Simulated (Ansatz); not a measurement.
**CH6B− ([BMeH3]-): levels of theory compared**

Wanted: a comparison of 6 runs (UB3LYP/STO-3G, wB97M-V/STO-3G, RPA@PBE/STO-3G, UMP2/STO-3G, CCSD(T)/STO-3G, UCCSD(T)/STO-3G) of CH6B− ([BMeH3]-). 

The calculation is run with Ansatz 0.2.0.

1 further run of the same task is left out (it didn't finish).

### Step 1. The molecule

The species is CH6B− (8 atoms), meant as a singlet with charge -1. SMILES: `[H][B-]([H])([H])C`. The H4–C2 distance was set to 1.644 Å, away from the relaxed value. At this shape a bond of the SMILES string is far longer than usual.

Bond lengths: B1–C2 1.649 Å, C2–H3 1.096 Å, C2–H5 1.096 Å, B1–H6 1.231 Å, B1–H7 1.231 Å, B1–H8 1.232 Å. Angles: B1–C2–H3 112.2°, B1–C2–H5 112.2°, C2–B1–H6 110.2°, C2–B1–H7 110.2°, C2–B1–H8 110.2°, H3–C2–H5 106.6°, H6–B1–H7 108.7°, H6–B1–H8 108.7°, H7–B1–H8 108.7°. A long bond or contact: C2–H4 1.644 Å.

### Step 2. A single-point energy at UB3LYP/STO-3G (run 1)

Contents of in.yaml:

```yaml
crystal:
  periodic: [false, false, false]
  atoms:
    - {symbol: B, position_ang: [-0.276155, -0.423396, -1.028320]}
    - {symbol: C, position_ang: [-0.271875, -0.429276, 0.620780]}
    - {symbol: H, position_ang: [-1.284215, -0.384526, 1.037240]}
    - {symbol: H, position_ang: [0.550190, 0.849940, 1.244930]}
    - {symbol: H, position_ang: [0.195615, -1.331786, 1.030830]}
    - {symbol: H, position_ang: [0.877415, -0.461666, -1.457170]}
    - {symbol: H, position_ang: [-0.820185, 0.597804, -1.448330]}
    - {symbol: H, position_ang: [-0.889045, -1.402076, -1.456370]}
basis:
  gaussian: {orbitals: STO-3G}
total_charge: -1
magnetization: {spin_polarized: true, initial_magnetization: 0}
hamiltonian: {xc: {name: B3LYP}}
accuracy: high
```

On the command line:

```
ansatz run in.yaml --threads 1 --pin off --max-ram 2610MiB --events-out events.jsonl --progress --plain --runs-dir runs
```

Output:

```text
Warning: RAYON_NUM_THREADS=1 ignored (pool sized by the plan → 1); use --threads N
Functional definition: B3LYP
  name "B3LYP"
  parameter a0 = 0.2
  parameter ax = 0.72
  parameter ac = 0.81
  exchange = (1 - a0 - ax)*slater_x + ax*b88_x + a0*exact_x
  correlation = (1 - ac)*vwn_rpa_c + ac*lyp_c
277 factors; integrals over basis functions are off by at most 3.6e-8 eV
mean field evaluation 1: about -1783.5775 eV, gradient 1.6e1 eV
mean field evaluation 2: about -1781.8290 eV, gradient 2.3e1 eV
mean field evaluation 4: about -1785.4634 eV, gradient 3.0e-1 eV
mean field evaluation 8: about -1785.3805 eV, gradient 1.4e-3 eV
mean field -1785.38045377 eV, -65.6115215016 hartree, gradient 2.4e-8 eV, S^2 0.000000; 0 other end points of the search recorded, 0 dependent functions left out
reference -1785.38048177 eV, -65.6115225307 hartree; 9, 9 occupied and 7, 7 virtual orbitals, 277 factors
Total energy: -1785.38048177 eV, -65.6115225307 hartree
```

It took 1.7 s on 1 thread of Arm Neoverse V2, shared host; peak memory 0.13 GiB.

### Step 3. The energy at wB97M-V/STO-3G (run 2)

Contents of job.yaml:

```yaml
crystal:
  periodic: [false, false, false]
  atoms:
    - {symbol: B, position_ang: [-0.276155, -0.423396, -1.028320]}
    - {symbol: C, position_ang: [-0.271875, -0.429276, 0.620780]}
    - {symbol: H, position_ang: [-1.284215, -0.384526, 1.037240]}
    - {symbol: H, position_ang: [0.550190, 0.849940, 1.244930]}
    - {symbol: H, position_ang: [0.195615, -1.331786, 1.030830]}
    - {symbol: H, position_ang: [0.877415, -0.461666, -1.457170]}
    - {symbol: H, position_ang: [-0.820185, 0.597804, -1.448330]}
    - {symbol: H, position_ang: [-0.889045, -1.402076, -1.456370]}
basis:
  gaussian: {orbitals: STO-3G}
total_charge: -1
hamiltonian: {xc: {name: wB97M-V}}
accuracy: high
```

On the command line:

```
ansatz run job.yaml --threads 1 --pin off --max-ram 2610MiB --events-out events.jsonl --progress --plain --runs-dir runs
```

Output (excerpt; [...] marks lines left out):

```text
Warning: RAYON_NUM_THREADS=1 ignored (pool sized by the plan → 1); use --threads N
Functional definition: wB97M-V
  name "wB97M-V"
[...]
  gx(w, u) = 1 - cx + cx01*u + cx10*w
  gss(w, u) = css00 + css04*u^4 + css10*w + css20*w^2 + css43*w^4*u^3
  gos(w, u) = cos00 + cos10*w + (cos20 + cos21*u)*w^2 + (cos60 + cos61*u)*w^6
[...]
      + integral(e_c_pw_mod_opposite_spin*gos(b97_w_opposite, b97_u_opposite)) + vv10(b, c)
277 factors; integrals over basis functions are off by at most 3.6e-8 eV
158 factors; integrals over basis functions are off by at most 1.2e-9 eV
[...]
mean field -1783.75338737 eV, -65.5517279144 hartree, gradient 3.5e-8 eV, S^2 0.000000; 0 other end points of the search recorded, 0 dependent functions left out
reference -1783.75339014 eV, -65.5517280163 hartree; 9, 9 occupied and 7, 7 virtual orbitals, 277 factors
Total energy: -1783.75339014 eV, -65.5517280163 hartree
```

Wall time 17 s (1 thread of Arm Neoverse V2, shared host); peak memory 0.28 GiB.

Runs 3 to 4 aren't shown in full; the table further down has their settings and results.

### Step 4. The energy at CCSD(T)/STO-3G (run 5)

job.yaml: that of step 3 with these lines changed.

```diff
@@ -12,5 +12,10 @@
 basis:
-  gaussian: {orbitals: STO-3G}
+  gaussian:
+    orbitals: STO-3G
 total_charge: -1
-hamiltonian: {xc: {name: wB97M-V}}
+correlation:
+  method: ccsd_t
+  frozen_orbitals: {B: 1, C: 1, H: 0}
 accuracy: high
+scf:
+  omitted_lower_state_checks: [cluster_reference, increment]
```

On the command line:

```
ansatz run job.yaml --threads 1 --pin off --max-ram 2610MiB --events-out events.jsonl --progress --plain --runs-dir runs
```

Output (excerpt; [...] marks lines left out):

```text
Warning: RAYON_NUM_THREADS=1 ignored (pool sized by the plan → 1); use --threads N
Functional definition: HF
  name "HF"
[...]
277 factors; integrals over basis functions are off by at most 3.6e-8 eV
[...]
mean field -1769.36604059 eV, -65.0230026722 hartree, gradient 8.2e-9 eV, S^2 0.000000; 0 other end points of the search recorded, 0 dependent functions left out; unrestricted orbitals would lower it
2 core orbitals not correlated: weight in the atoms' cores, before any rotation towards them, 1.000 or more for the frozen orbitals, at most 0.000 for the correlated occupied ones
reference -1769.36604059 eV, -65.0230026722 hartree; 7, 7 occupied and 7, 7 virtual orbitals, 277 factors
second order -3.17201453 eV of doubles, -0.00000000 eV of singles
cycle   1  -3.99181043 eV  change   -8.2e-1 eV  update   7.9e-2
[...]
cycle  21  -4.49817106 eV  change   6.4e-10 eV  update  2.4e-10
perturbative correction -0.03333012 eV, -0.0012248591 hartree
Total energy: -1773.89754176 eV, -65.1895322686 hartree
Checks for a lower state left out: cluster_reference, increment
```

Run time: 0.12 s. Hardware: 1 thread of Arm Neoverse V2, shared host.

### Step 5. A single-point energy at UCCSD(T)/STO-3G (run 6)

Contents of job.yaml:

```yaml
crystal:
  periodic: [false, false, false]
  atoms:
    - symbol: B
      position_ang: [-0.276155, -0.423396, -1.028320]
    - symbol: C
      position_ang: [-0.271875, -0.429276, 0.620780]
    - symbol: H
      position_ang: [-1.284215, -0.384526, 1.037240]
    - symbol: H
      position_ang: [0.550190, 0.849940, 1.244930]
    - symbol: H
      position_ang: [0.195615, -1.331786, 1.030830]
    - symbol: H
      position_ang: [0.877415, -0.461666, -1.457170]
    - symbol: H
      position_ang: [-0.820185, 0.597804, -1.448330]
    - symbol: H
      position_ang: [-0.889045, -1.402076, -1.456370]
basis:
  gaussian:
    orbitals: STO-3G
scf:
  omitted_lower_state_checks: [cluster_reference, increment]
accuracy: high
total_charge: -1
magnetization:
  spin_polarized: true
correlation:
  method: ccsd_t
  frozen_orbitals: {B: 1, C: 1, H: 0}
```

On the command line:

```
ansatz run job.yaml --threads 1 --pin off --max-ram 2610MiB --events-out events.jsonl --progress --plain --runs-dir runs
```

Output (excerpt; [...] marks lines left out):

```text
Warning: RAYON_NUM_THREADS=1 ignored (pool sized by the plan → 1); use --threads N
[... 2 set-up lines as earlier in the session ...]
[...]
277 factors; integrals over basis functions are off by at most 3.6e-8 eV
[...]
mean field -1769.40893060 eV, -65.0245788510 hartree, gradient 1.5e-8 eV, S^2 0.173507; 1 other end points of the search recorded, 0 dependent functions left out
2 core orbitals not correlated: weight in the atoms' cores, before any rotation towards them, 1.000 or more for the frozen orbitals, at most 0.000 for the correlated occupied ones
reference -1769.40893060 eV, -65.0245788510 hartree; 7, 7 occupied and 7, 7 virtual orbitals, 277 factors
second order -2.87009679 eV of doubles, -0.00000000 eV of singles
cycle   1  -3.65195808 eV  change   -7.8e-1 eV  update   8.4e-2
[...]
cycle  22  -4.45263835 eV  change   7.7e-10 eV  update  3.5e-10
perturbative correction -0.03252401 eV, -0.0011952354 hartree
Total energy: -1773.89409296 eV, -65.1894055277 hartree
Checks for a lower state left out: cluster_reference, increment
```

It took 0.2 s on 1 thread of Arm Neoverse V2, shared host.

### Step 6. Overview of the runs

| run | level | frozen core orbitals | energy (Eh) | wall time |
| --- | --- | --- | --- | --- |
| 1 | UB3LYP/STO-3G | – | -65.611523 | 1.7 s |
| 2 | wB97M-V/STO-3G | – | -65.551728 | 17 s |
| 3 | RPA@PBE/STO-3G | 2 | -65.261809 | 1.4 s |
| 4 | UMP2/STO-3G | 2 | -65.130053 | 0.1 s |
| 5 | CCSD(T)/STO-3G | 2 | -65.189532 | 0.12 s |
| 6 | UCCSD(T)/STO-3G | 2 | -65.189406 | 0.2 s |

### Step 7. Outcome

| quantity | value |
| --- | --- |
| run 6: total energy | -65.18941 Eh |
| run 6: correlation energy (2 core orbitals frozen) | -164.8 mEh |
| run 6: (T) correction | -1.20 mEh |
| run 6: ⟨S²⟩ of the reference determinant | 0.174 |
| run 6: T1 diagnostic | 0.044 |

Totals of different functionals can't be ranked against each other. In run 5 the log says that unrestricted orbitals would lower the reference, so the values rest on an unstable closed-shell determinant (other closed-shell runs at this shape may share the fault). In runs 1, 2, 3, 4, 5, 6 the basis is minimal, so the values are rough. Spin contamination of the reference: run 4 ⟨S²⟩ = 0.17, run 6 ⟨S²⟩ = 0.17. All runs together took 21 s, the longest 17 s.
